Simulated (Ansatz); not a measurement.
Born–Oppenheimer molecular dynamics of BClFH (4 atoms, charge 0, multiplicity 1). It starts from a relaxed structure.

Theory: Ansatz, RKS PBE0/6-31G*.

```
ensemble                      : NVE (velocity Verlet)
time step                     : 0.5 fs
steps asked                   : 166
starting velocities drawn for : 500 K
seed                          : 937969
```

First frame:

```xyz
4
Properties=species:S:1:pos:R:3
B 0.022 0.000 -0.010
H 0.022 0.000 1.181
Cl 1.531 0.000 -0.894
F -1.108 0.000 -0.677
```

Problem. How far do the bonds stretch over the last three quarters of this one trajectory? (Pairs bonded in most of those frames.)

Solution. 
| bond | mean (Å) | spread (Å) | shortest | longest |
| --- | --- | --- | --- | --- |
| B1–H2 | 1.193 | 0.007 | 1.18 | 1.21 |
| B1–Cl3 | 1.747 | 0.021 | 1.71 | 1.79 |
| B1–F4 | 1.316 | 0.023 | 1.28 | 1.36 |

Mean temperature of the second half: 252 K. The conserved energy stayed within 0.06 meV per atom of its start (net change 0.047 meV per atom), so the integration is sound. Over the second half the temperature averaged 0.50 of the 500 K drawn at the start: a run that starts near a minimum puts about half its kinetic energy into the potential. A run of 0.083 ps of so small a system gives no equilibrium averages.

Run time: 72 s on 1 thread of AMD EPYC 9R45 96-Core Processor (Zen 5), on a shared host, peak memory 0.11 GiB.
